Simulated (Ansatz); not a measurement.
Reaction (SMILES): CCl (CH3-Cl) → [CH2-]Cl + H+
B3LYP-D3(BJ)/def2-TZVP geometries, fixed; electronic energies without zero-point terms.
Largest species:
```
C
H 1 1.0858
H 1 1.0858 2 110.57
H 1 1.0858 2 110.57 3 -122.80
Cl 1 1.7944 2 108.35 3 118.60
```

Basis-set convergence of the deprotonation energy at PBE with Ansatz (a program for electronic structure). Cartesian d functions, on some or all atoms, in 6-31G*, 6-31+G*, 6-31G**, 6-311G**, 6-311+G**; all else is spherical. The program fits the integrals of some runs and decomposes those of others, by size. No added dispersion term, no relativity. Functions are those of the species that has most. Reference: the value in aug-pcseg-3, 402.10 kcal/mol, itself unsure by roughly 0.37 kcal/mol (its mean distance from aug-cc-pV(Q+d)Z, def2-QZVPPD). Deviations are taken from unrounded values.

```tsv
basis	functions	deprotonation energy (kcal/mol)	minus reference (kcal/mol)
STO-3G	17	499.71	97.61
6-31G	28	419.60	17.50
pcseg-0	28	411.34	9.24
6-31G*	40	419.88	17.78
6-31+G*	48	403.41	1.31
6-31G**	49	420.01	17.91
cc-pV(D+d)Z	52	413.87	11.77
6-311G**	63	409.28	7.17
6-311+G**	71	402.43	0.33
6-311++G(2d,2p)	92	401.84	-0.27
pcseg-2	106	405.71	3.60
def2-TZVPD	110	402.85	0.75
cc-pV(T+d)Z	111	408.66	6.55
jun-cc-pV(T+d)Z	129	401.90	-0.21
def2-TZVPPD	139	403.08	0.98
aug-pcseg-2	165	402.09	-0.01
cc-pV(Q+d)Z	209	406.07	3.97
aug-cc-pV(Q+d)Z	307	402.16	0.05
```

The smallest set listed that lies within 2 kcal/mol of the reference with all its larger relatives (same family, alike in diffuse functions; a set with none counts only in the reference's own line) is 6-31+G* (48 functions, 1.31 kcal/mol off). (Relatives not listed, tested too: 6-311++G(3df,3pd) 0.24, aug-cc-pV(T+d)Z -0.24, def2-QZVPPD 0.68, aug-pcseg-3 0.00 kcal/mol.)
